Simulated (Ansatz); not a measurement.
## S2O (Disulfur monoxide): methods side by side

S2O: 3 atoms, total charge 0, spin state singlet. SMILES: `O=S=S`. Geometry: relaxed at PBE0-D4/def2-TZVP.

```xyz
3

O     0.4516    1.2040    0.4932
S     0.5291   -0.2055    0.1489
S    -0.9807   -0.9985   -0.6421
```

Quantity: the atomisation enthalpy at 298 K, in kJ/mol. The values are calculated. The thermal term (zero-point and 298 K enthalpy, harmonic and unscaled) is that of PBE0-D4/def2-TZVP; the spin-orbit lowering of the free atoms at 298 K, 4.2 kJ/mol by their spectra, is taken off.

**The experiment to reproduce.** NIST-JANAF tables gives the atomisation enthalpy at 298 K of the gas as 860 kJ/mol.

```csv
level,kind,program,value (kJ/mol),computed − measured
SVWN5/STO-3G,LDA,Ansatz,901,+41
revPBE/STO-3G,GGA,Ansatz,652,-208
PBE0/STO-3G,global hybrid,Ansatz,535,-325
r2SCAN0/STO-3G,hybrid meta-GGA,Ansatz,467,-393
B2PLYP/STO-3G,double hybrid,Ansatz,439,-421
CCSD(T)/STO-3G,coupled cluster or CI,Ansatz,304,-556
CCSDTQ/STO-3G,coupled cluster or CI,Ansatz,310,-550
FCI/STO-3G,exact in the basis,Ansatz,310,-550
```

Nearest: SVWN5/STO-3G (+41 kJ/mol); farthest: CCSD(T)/STO-3G (-556 kJ/mol). Wave-function methods converge slowly with the basis and bind too weakly in sets of this size; that is part of their error here. All rows use very small basis sets, so none should be taken for the real molecule's value.
